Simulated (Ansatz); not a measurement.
in.yaml

```yaml
crystal:
  periodic: [false, false, false]
  atoms:
    - {symbol: Al, position_ang: [0.000000, 0.000000, -0.553561]}
    - {symbol: Al, position_ang: [0.000000, 0.000000, 0.619560]}
    - {symbol: H, position_ang: [0.000000, 0.653787, -0.883359]}
    - {symbol: H, position_ang: [0.000000, -0.653787, -0.883359]}
basis:
  gaussian: {orbitals: 6-31G}
magnetization: {spin_polarized: false, initial_magnetization: 2}
hamiltonian: {xc: {name: PBE0}}
correlation: {method: ccsd_t, electrons: valence}
```

```sh
$ ansatz run in.yaml --threads 1 --pin off --events-out ev --progress --plain --max-ram 2393MiB
```

(1) One thing in this input was set wrong on purpose, beside settings that are merely unusual. What is the gravest fault, and what does the program do?

Answers

(1) Coordinates in the wrong unit (values in bohr typed as Å, so distances are 1.89 times too long). How the run ends: converged.
```
347 factors; integrals over basis functions are off by at most 1.7e-4 eV
mean field evaluation 1: about -13140.8115 eV, gradient 1.8e1 eV
mean field evaluation 2: about -13140.9225 eV, gradient 1.8e1 eV
mean field evaluation 4: about -13142.4778 eV, gradient 1.8e0 eV
mean field evaluation 8: about -13142.5044 eV, gradient 3.4e-2 eV
mean field evaluation 16: about -13142.5044 eV, gradient 2.9e-7 eV
mean field -13142.50437606 eV, -482.9781275107 hartree, gradient 2.9e-7 eV, S^2 2.000000; 4 other end points of the search recorded, 0 dependent functions left out
mean field evaluation 32: about -13118.6140 eV, gradient 1.8e0 eV
mean field evaluation 64: about -13118.3160 eV, gradient 1.2e0 eV
10 core orbitals not correlated: weight in the atoms' cores, before any rotation towards them, 0.998 or more for the frozen orbitals, at most 0.001 for the correlated occupied ones
reference -13118.42469676 eV, -482.0932156181 hartree; 5, 3 occupied and 15, 17 virtual orbitals, 347 factors
second order -1.67309451 eV of doubles, -0.12357298 eV of singles
cycle   1  -2.16204125 eV  change   -3.7e-1 eV  update   5.7e-2
cycle   2  -2.32677460 eV  change   -1.6e-1 eV  update   2.3e-2
cycle   3  -2.33756174 eV  change   -1.1e-2 eV  update   6.9e-3
cycle   4  -2.33827990 eV  change   -7.2e-4 eV  update   3.0e-3
cycle   5  -2.33909999 eV  change   -8.2e-4 eV  update   1.4e-3
cycle   6  -2.33920134 eV  change   -1.0e-4 eV  update   5.1e-4
cycle   7  -2.33928200 eV  change   -8.1e-5 eV  update   2.3e-4
cycle   8  -2.33931342 eV  change   -3.1e-5 eV  update   1.1e-4
cycle   9  -2.33927775 eV  change    3.6e-5 eV  update   4.8e-5
cycle  10  -2.33929414 eV  change   -1.6e-5 eV  update   2.0e-5
cycle  11  -2.33929655 eV  change   -2.4e-6 eV  update   6.9e-6
perturbative correction -0.04811572 eV, -0.0017682202 hartree
Total energy: -13120.81210902 eV, -482.1809514007 hartree
```
